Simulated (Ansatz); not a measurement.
The input, for Ansatz 0.2.0:

```yaml
crystal:
  periodic: [false, false, false]
  atoms:
    - {symbol: Ge, position_ang: [0.000000, 0.000000, 0.000000]}
    - {symbol: B, position_ang: [0.000000, 0.000000, 5.907000]}
basis:
  gaussian: {orbitals: cc-pVDZ}
total_charge: 1
magnetization: {spin_polarized: false, initial_magnetization: 2}
correlation: {active_space: {ras: {orbitals: [2, 2, 22], electrons: 6, max_holes: 2, max_particles: 2}, fixed_orbitals: true}}
```

```sh
$ ansatz run in.yaml --threads 1 --pin off --events-out ev --progress --plain --max-ram 2393MiB
```

Output:

```
462 factors; integrals over basis functions are off by at most 2.6e-4 eV
mean field evaluation 1: about -57130.7641 eV, gradient 7.0e0 eV
mean field evaluation 2: about -57130.7655 eV, gradient 7.0e0 eV
mean field evaluation 4: about -57130.8301 eV, gradient 5.3e0 eV
mean field evaluation 8: about -57130.8957 eV, gradient 4.2e0 eV
mean field evaluation 16: about -57130.8482 eV, gradient 8.4e0 eV
mean field evaluation 32: about -57131.5095 eV, gradient 1.0e-1 eV
mean field evaluation 64: about -57131.4216 eV, gradient 7.6e-6 eV
mean field evaluation 96: about -57130.7491 eV, gradient 6.2e0 eV
mean field evaluation 128: about -57131.4895 eV, gradient 4.4e-1 eV
mean field evaluation 160: about -57131.4162 eV, gradient 7.6e-1 eV
mean field evaluation 192: about -57131.4203 eV, gradient 8.2e-6 eV
mean field evaluation 224: about -57131.4183 eV, gradient 3.4e-1 eV
mean field evaluation 256: about -57131.4216 eV, gradient 1.1e-5 eV
mean field evaluation 288: about -57130.9935 eV, gradient 2.1e-1 eV
mean field evaluation 320: about -57131.0393 eV, gradient 8.9e-1 eV
mean field evaluation 352: about -57131.0513 eV, gradient 9.7e-1 eV
mean field evaluation 384: about -57131.0178 eV, gradient 4.2e-1 eV
mean field -57131.50431576 eV, -2099.5440584798 hartree, gradient 4.0e-6 eV, S^2 2.000000; 18 other end points of the search recorded, 0 dependent functions left out
reference -57131.50431576 eV, -2099.5440584798 hartree; 19, 17 occupied and 22, 24 virtual orbitals, 462 factors
state -57134.39210268 eV, -2099.6501826914 hartree
Total energy: -57134.39210268 eV, -2099.6501826914 hartree
```

For the same geometry and basis full CI lies 219.5 meV lower.

Ran on 1 thread of Arm Neoverse V1, shared host: 4.5 s wall, 0.22 GiB peak host memory.
